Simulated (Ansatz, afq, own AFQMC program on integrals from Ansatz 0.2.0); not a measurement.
## Where AFQMC and coupled cluster stand for BHO, singlet

| atom | x (Å) | y (Å) | z (Å) |
| --- | --- | --- | --- |
| B | 0.0000 | 0.0000 | -1.3240 |
| O | 0.0000 | 0.0000 | 0.1211 |
| H | 0.0000 | 0.0000 | 1.2028 |

Connectivity, by distances: B–OH.

Basis cc-pVDZ. Noble-gas cores (and the filled d shells of Ga–Kr and In–Xe) are frozen. Integrals, coupled cluster, full CI and functionals: Ansatz 0.2.0; the random walks run on the same integrals in our own AFQMC program. ph-AFQMC/CISD is guided by a CISD state made of CCSD amplitudes; releasing the constraint for a short imaginary time cuts its bias at the price of noise, slowly where states lie close. Free AFQMC starts from the CCSD state and is never constrained. Its projection time is finite, and what remains of the start isn't in its error. Error bars are statistical, one sigma.

Determinant: RHF, the one that the program's search chose, which needn't be the lowest solution. The geometry is a point of a scan.

No full CI on the walks' own integrals is used here; CCSDT(Q) serves as the reference and is uncertain by about the last step of the cluster series.

Cautions: higher spins were not checked; raised T1 diagnostic (T1 0.024, weight of the determinant 0.88, largest double 0.11).

* T1 diagnostic: 0.0241
* weight of the determinant in the CISD state: 0.879
* size of the correlated space: 10 electrons in 31 orbitals

Reference: CCSDT(Q), correlation energy -7.890 eV. The released energy is read at 2.40 1/Eh (meV from the phaseless value at times in 1/Eh: -21 ± 15 at 0.24, -16 ± 12 at 0.51, -26 ± 13 at 0.99, -33 ± 18 at 1.62, -31 ± 19 at 2.40).

```csv
level,E − E(reference) (meV),share of correlation (%)
HF,7890.1,0.00
MP2,790.2,89.98
CCSD,296.4,96.24
CCSD(T),47.9,99.39
CCSDT,29.9,99.62
ph-AFQMC/HF,-98.3 ± 68.4,101.25
ph-AFQMC/CISD,23.6 ± 12.0,99.70
released AFQMC,-7.5 ± 19.3,100.10
free AFQMC,30.1 ± 19.7,99.62
```

Free projections are given only where their last times agree within the noise and don't stop above the reference; a slow remainder of the start can still hide under it. A walk keeps the symmetry of its determinant, which the program's search chose and which needn't be the lowest solution, so a lower state of the same spin and another symmetry isn't excluded. Released energies are given only where the last usable release times agree within the noise; a slower fall can still hide under it.
